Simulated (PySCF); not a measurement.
Stepwise substitution at one centre (Si Cl-SH). Isolated molecules, 0 K electronic values unless said otherwise. One relaxed conformer stands for each flexible species; it need not be the lowest. Strings in code marks are SMILES.

All values below come from PBE-D3(BJ)/def2-TZVP // r2SCAN-D4/def2-TZVP (PySCF 2.14.0). Excitations are Tamm–Dancoff values on a coarser integration grid. The basis has no diffuse functions, so Rydberg states are missing or too high.

```tsv
species	LUMO (eV)	T1 excitation (TDA) (eV)
0 of 4 Cl replaced by SH (`Cl[Si](Cl)(Cl)Cl`)	-1.64	–
1 of 4 Cl replaced by SH	-1.61	5.10
2 of 4 Cl replaced by SH (`S[Si](S)(Cl)Cl` (H–S–Si–Cl torsion 53°, Cl–Si–S–H torsion -53°))	-1.69	4.60
3 of 4 Cl replaced by SH (`S[Si](Cl)(S)S`)	-1.73	4.45
4 of 4 Cl replaced by SH (`S[Si](S)(S)S`)	-1.77	4.21
```
